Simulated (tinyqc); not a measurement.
Hueckel theory of the pi electrons, for the molecule N=CCl (SMILES; centres numbered as the heavy atoms are written), step by step. Computed by tinyqc, a small Python program that keeps every step. Settings: charge = 0. Command: `OMP_NUM_THREADS=1 python tinyqc.py 26277 26278 out.jsonl` (the two numbers bound the seeds that draw the settings). One thread of a shared host (Intel(R) Xeon(R) Processor @ 2.60GHz), about 0.01 s of CPU time with the checks.

## The Hueckel matrix

Centres:
```
centre  z_r, pi electrons of the neutral centre       h
1N                                            1  0.5000
2C                                            1  0.0000
3Cl                                           2  2.0000
```

Bonds:
```
i  j       k
1  2  1.0000
2  3  0.4000
```

H_rr = alpha + h_r beta, H_rs = k_rs beta for bonded centres.

Hueckel matrix in units of beta (H = alpha + beta A):
```
         1N      2C     3Cl
1N   0.5000  1.0000  0.0000
2C   1.0000  0.0000  0.4000
3Cl  0.0000  0.4000  2.0000
```

## Orbitals

pi electrons, sum of z_r less the charge = 4

Diagonalise; E = alpha + x beta with beta < 0, so the largest x are filled first; degenerate levels share their electrons. P = sum n_i c_ri c_si; each orbital has its largest coefficient positive (the first on a tie).

x values: 2.1077  1.2087  -0.8164

occupations: 2.0000  2.0000  0.0000

coefficients:
```
        MO1      MO2      MO3
1N   0.1596   0.7831  -0.6011
2C   0.2566   0.5550   0.7913
3Cl  0.9532  -0.2806  -0.1124
```

charge and bond-order matrix P:
```
          1N      2C      3Cl
1N    1.2774  0.9512  -0.1351
2C    0.9512  0.7478   0.1778
3Cl  -0.1351  0.1778   1.9747
```

## Energy, charges, bond orders

E = sum n x; q_r = z_r - P_rr; bond order p = P_rs; free valence = sqrt(3) - sum of p over the bonds of the atom.

pi energy = 4 alpha + this times beta = 6.6329

pi charges: 1N -0.2774, 2C 0.2522, 3Cl 0.0253

Bond orders and lengths from R = 1.517 - 0.180 p (angstrom, C-C alone):
```
bond       p  R
1-2   0.9512  -
2-3   0.1778  -
```

free valence of the carbons: 2C 0.6030

gap between the highest filled and the next level = 2.0252 |beta|
